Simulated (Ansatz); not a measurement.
A calculation with Ansatz (development build ahead of 0.2.0).

```yaml
crystal:
  periodic: [false, false, false]
  atoms:
    - { symbol: C, position_ang: [-0.1282, 0.4363, 0.1169] }
    - { symbol: C, position_ang: [0.7603, 0.0959, 1.0519] }
    - { symbol: C, position_ang: [-0.5681, -0.4282, -1.0179] }
    - { symbol: H, position_ang: [-0.586, 1.433, 0.1692] }
    - { symbol: H, position_ang: [1.0351, 0.7832, 1.8565] }
    - { symbol: H, position_ang: [1.2474, -0.8851, 1.0479] }
    - { symbol: H, position_ang: [-0.0672, -1.4075, -1.0027] }
    - { symbol: H, position_ang: [-1.6575, -0.5991, -0.9881] }
    - { symbol: H, position_ang: [-0.3557, 0.0513, -1.9883] }
basis:
  gaussian: { orbitals: def2-SVP }
magnetization:
  spin_polarized: true
  initial_magnetization: 2
hamiltonian:
  xc: hf
correlation:
  method: mp2
  frozen_orbitals: { C: 1, H: 0 }
output:
  forces: true
```

The input is written out in the form of the current development build from the run's settings.

The run gave:

- Converged: yes
- Reference energy: -116.86292 hartree
- Correlation energy: -0.37264 hartree
- Total energy: -117.23556 hartree
- Spin squared of the determinant: 2.021
- Stability test: minimum

Forces (eV/Å):
```json
{"atom": "C1", "Fx": "-7.209", "Fy": "3.144", "Fz": "-7.338"}
{"atom": "C2", "Fx": "7.117", "Fy": "-2.937", "Fz": "7.352"}
{"atom": "C3", "Fx": "0.155", "Fy": "0.152", "Fz": "0.305"}
{"atom": "H4", "Fx": "0.030", "Fy": "-0.236", "Fz": "-0.114"}
{"atom": "H5", "Fx": "0.026", "Fy": "-0.229", "Fz": "-0.115"}
{"atom": "H6", "Fx": "-0.038", "Fy": "0.232", "Fz": "0.101"}
{"atom": "H7", "Fx": "-0.022", "Fy": "0.022", "Fz": "-0.015"}
{"atom": "H8", "Fx": "-0.053", "Fy": "-0.086", "Fz": "-0.069"}
{"atom": "H9", "Fx": "-0.006", "Fy": "-0.062", "Fz": "-0.107"}
```

Caution: another spin multiplicity may lie lower.
